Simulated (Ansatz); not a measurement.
Input file:

```yaml
crystal:
  periodic: [false, false, false]
  atoms:
    - {symbol: B, position_ang: [0.300000, 0.300000, -1.477798]}
    - {symbol: Be, position_ang: [0.000000, 0.000000, -1.477798]}
    - {symbol: H, position_ang: [0.000000, 0.000000, 1.333597]}
basis:
  gaussian: {orbitals: cc-pVDZ}
magnetization: {spin_polarized: false, initial_magnetization: 2}
correlation: {active_space: {ras: {orbitals: [4, 2, 27], electrons: 10, max_holes: 2, max_particles: 2}, fixed_orbitals: true}}
```

```sh
$ ansatz run in.yaml --threads 1 --pin off --events-out ev --progress --plain --max-ram 2393MiB
```

**Question.** One thing in this input was set wrong on purpose, beside settings that are merely unusual. What is the gravest fault, and what does the program do?

**Answer.** Atoms on top of each other. How the run ends: converged.
```
306 factors; integrals over basis functions are off by at most 6.2e-4 eV
mean field evaluation 1: about -946.4992 eV, gradient 1.7e1 eV
mean field evaluation 2: about -946.6100 eV, gradient 1.7e1 eV
mean field evaluation 4: about -948.3231 eV, gradient 1.0e0 eV
mean field evaluation 8: about -948.3307 eV, gradient 8.0e-4 eV
mean field evaluation 16: about -948.3064 eV, gradient 4.0e-7 eV
mean field evaluation 32: about -948.3198 eV, gradient 4.3e-2 eV
mean field evaluation 64: about -948.3064 eV, gradient 2.3e-4 eV
mean field -948.33068595 eV, -34.8505099072 hartree, gradient 3.8e-6 eV, S^2 2.000000; 8 other end points of the search recorded, 0 dependent functions left out
reference -948.33068595 eV, -34.8505099072 hartree; 6, 4 occupied and 27, 29 virtual orbitals, 306 factors
state -950.95984466 eV, -34.9471297074 hartree
Total energy: -950.95984466 eV, -34.9471297074 hartree
```
